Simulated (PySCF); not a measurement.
Molecule: `InChI=1S/C5H7Cl/c1-3-5(2)4-6/h3H,1-2,4H2`.

Mapped SMILES: `[CH2:1]=[CH:2][C:3](=[CH2:4])[CH2:5][Cl:6]`. Hydrogens are named by the atom that carries them. Ha(C4) is cis to C2; Ha(C1) is cis to C3; Hb(C4) is trans to C2; Hb(C1) is trans to C3.

Geometry PBE0-D3(BJ)/def2-SVP throughout; GIAO in PySCF 2.14, gas phase, one conformer, non-relativistic; equivalent atoms averaged; basis pcSseg-1.

For orientation, PBE gives these absolute shieldings σ: C3 29.2, C2 37.7, C4 53.0, C1 55.9, Cl6 782.9, Ha(C1) 25.35, Hb(C1) 25.60, Hb(C4) 25.70, Ha(C4) 25.90 ppm.

A run gave: C3 33.3, C2 41.2, C4 55.0, C1 58.1, Cl6 819.8, Ha(C1) 25.40, Hb(C1) 25.61, Hb(C4) 25.70, Ha(C4) 25.88 ppm (absolute shieldings σ).

**Question.** Which functional was used in that run?
A. B97-2
B. HF
C. PBE0
D. KT2
E. LC-wPBE

**Answer.** C. C3 tells them apart best: PBE0 gives 33.3, B97-2 gives 35.9, LC-wPBE gives 35.3, HF gives 41.3, KT2 gives 40.5 ppm.
